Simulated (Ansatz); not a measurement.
One change: `C=C(O)CC=O` becomes `C=C(O)CS`.

Ansatz, PBE0-D4/def2-TZVP geometries, multiplicity 1. Each molecule was computed in one conformer, which needn't be the lowest.

| property | `C=C(O)CC=O` |
| --- | --- |
| LUMO energy (PBE/def2-TZVPP) / eV | -1.99 |
| HOMO–LUMO gap (PBE0/def2-TZVPP) / eV | 6.09 |
| HOMO energy (ωB97M-V/def2-TZVPP) / eV | -9.15 |
| HOMO energy (B3LYP/def2-TZVPP) / eV | -6.69 |
| HOMO energy (PBE0/def2-TZVPP) / eV | -6.88 |
| size of the dipole moment (B3LYP/def2-TZVPP) / D | 3.25 |

Problem. What does the change do to each property? (Best estimate.)

Solution. The calculation gave: 
```json
{"property": "LUMO energy (PBE/def2-TZVPP) / eV", "`C=C(O)CS`": "-0.85", "shift": "1.14"}
{"property": "HOMO–LUMO gap (PBE0/def2-TZVPP) / eV", "`C=C(O)CS`": "6.89", "shift": "0.80"}
{"property": "HOMO energy (ωB97M-V/def2-TZVPP) / eV", "`C=C(O)CS`": "-8.98", "shift": "0.17"}
{"property": "HOMO energy (B3LYP/def2-TZVPP) / eV", "`C=C(O)CS`": "-6.51", "shift": "0.18"}
{"property": "HOMO energy (PBE0/def2-TZVPP) / eV", "`C=C(O)CS`": "-6.75", "shift": "0.13"}
{"property": "size of the dipole moment (B3LYP/def2-TZVPP) / D", "`C=C(O)CS`": "1.91", "shift": "-1.34"}
```

With PBE0 the HOMO rises by 0.13 eV and the LUMO rises by 0.94 eV, so the gap widens by about 0.81 eV. PBE moves the HOMO by 0.07 eV and ωB97M-V by 0.17 eV. Dipoles are sizes alone; their direction can turn.

B3LYP here is the variant with VWN-RPA as its local correlation; programs differ in this.
